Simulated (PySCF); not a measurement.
Start geometry of `O=S(F)F` from GFN2-xTB (Å):
```
atom  x, y, z in Å
O1     1.4131   -0.1264   -0.1655
S2     0.1544   -0.0149    0.5062
F3    -0.7037    1.2525   -0.1899
F4    -0.8257   -1.1366   -0.1838
```

**Question.** What comes out of this run: PBE0-D3(BJ)/def2-SVP geometry optimisation, gas phase (PySCF 2.14.0)?

**Answer.** 
```
atom  x, y, z in Å
O1     0.8664   -0.9496   -0.5973
S2    -0.0430   -0.3776    0.3570
F3     0.5116    1.1031    0.6921
F4    -1.2972    0.1989   -0.4842
```

The energy falls by 6.6 kJ/mol over 6 energy and gradient evaluations, the largest force component goes from 0.0293 to 2.7e-04 Eh/bohr, and the atoms move by 0.034 Å rms after alignment. The bond that changes most is S2–F3 (sulfinyl sulfur to sulfur-bound fluorine), which shortens by 0.065 Å. Bonds longer at the end by more than 0.005 Å: 1 of 3; shorter: 2. Rotational constants go from 8129, 7654, 4592 to 8294, 8064, 4781 MHz. The orientation of the end geometry is arbitrary; only internal coordinates are fixed.

The run used 60 basis functions and 47 SCF cycles in all.

Stationary, but not proved a minimum.
